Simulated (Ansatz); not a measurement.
The input, for Ansatz 0.2.0:

```yaml
crystal:
  periodic: [false, false, false]
  atoms:
    - {symbol: W, position_ang: [0.000000, 0.000000, 0.000000]}
    - {symbol: H, position_ang: [0.000000, 0.000000, 3.835000]}
basis:
  gaussian: {orbitals: def2-TZVPP}
total_charge: 1
magnetization: {spin_polarized: false, initial_magnetization: 6}
correlation: {method: ccsdt_q, electrons: outside_noble_gas}
```

```sh
$ ansatz run in.yaml --threads 2 --pin off --events-out ev --progress --plain --max-ram 24576MiB --backend cuda --devices 0, --max-vram 18GiB
```

The program prints:

```
736 factors; integrals over basis functions are off by at most 2.6e-7 eV
mean field evaluation 1: about -1805.0446 eV, gradient 2.2e1 eV
mean field evaluation 2: about -1805.0522 eV, gradient 2.2e1 eV
mean field evaluation 4: about -1811.7925 eV, gradient 7.7e0 eV
mean field evaluation 8: about -1812.2054 eV, gradient 7.6e-1 eV
mean field evaluation 16: about -1812.2068 eV, gradient 7.5e-1 eV
mean field evaluation 32: about -1812.2106 eV, gradient 1.0e-1 eV
mean field evaluation 64: about -1811.7559 eV, gradient 1.6e0 eV
mean field evaluation 96: about -1812.2193 eV, gradient 3.1e-6 eV
mean field evaluation 128: about -1812.2092 eV, gradient 6.7e-1 eV
mean field evaluation 160: about -1812.2192 eV, gradient 7.4e-2 eV
...
mean field -1812.21930679 eV, -66.5978311581 hartree, gradient 2.0e-9 eV, S^2 12.000000; 21 other end points of the search recorded, 0 dependent functions left out
...
determinant -1812.21930679 eV, -66.5978311581 hartree, with singles and doubles -1813.74728788 eV, -66.6539834274 hartree
determinant -1812.20902325 eV, -66.5974532452 hartree, with singles and doubles -1813.73368164 eV, -66.6534834074 hartree
determinant -1812.20769885 eV, -66.5974045743 hartree, with singles and doubles -1813.73241296 eV, -66.6534367844 hartree
determinant -1812.20715692 eV, -66.5973846587 hartree, with singles and doubles -1813.73257416 eV, -66.6534427082 hartree
determinant -1811.77635280 eV, -66.5815528992 hartree, with singles and doubles -1813.43340656 eV, -66.6424485016 hartree
determinant -1812.21930679 eV, -66.5978311581 hartree, with singles and doubles -1813.74097195 eV, -66.6537513215 hartree
determinant -1812.20902325 eV, -66.5974532452 hartree, with singles and doubles -1813.72754755 eV, -66.6532579837 hartree
determinant -1812.20769885 eV, -66.5974045743 hartree, with singles and doubles -1813.72626791 eV, -66.6532109578 hartree
determinant -1812.20715692 eV, -66.5973846587 hartree, with singles and doubles -1813.72630970 eV, -66.6532124936 hartree
determinant -1811.77635280 eV, -66.5815528992 hartree, with singles and doubles -1813.41753627 eV, -66.6418652795 hartree
4 core orbitals not correlated: weight in the atoms' cores, before any rotation towards them, 1.000 or more for the frozen orbitals, at most 0.000 for the correlated occupied ones
reference -1812.21930679 eV, -66.5978311581 hartree; 6, 0 occupied and 60, 66 virtual orbitals, 736 factors
second order -1.32277976 eV of doubles, -0.00000294 eV of singles
...
cycle   7  -1.55249522 eV  change   -4.9e-4 eV  update   9.0e-4
cycle   8  -1.55221880 eV  change    2.8e-4 eV  update   4.2e-4
cycle   9  -1.55240504 eV  change   -1.9e-4 eV  update   1.4e-4
cycle  10  -1.55239111 eV  change    1.4e-5 eV  update   3.4e-5
cycle  11  -1.55237818 eV  change    1.3e-5 eV  update   1.7e-5
cycle  12  -1.55238394 eV  change   -5.8e-6 eV  update   5.7e-6
cycle  13  -1.55238771 eV  change   -3.8e-6 eV  update   3.1e-6
cycle  14  -1.55238684 eV  change    8.8e-7 eV  update   1.7e-6
cycle  15  -1.55238590 eV  change    9.3e-7 eV  update   9.8e-7
cycle  16  -1.55238605 eV  change   -1.5e-7 eV  update   3.6e-7
perturbative correction -0.00028223 eV, -0.0000103719 hartree
Total energy: -1813.77197507 eV, -66.6548906652 hartree
```

Ran on 2 threads of AMD EPYC 7R13 with a shared H100 80 GB, shared host: 8.5 s wall, 0.82 GiB peak host memory.
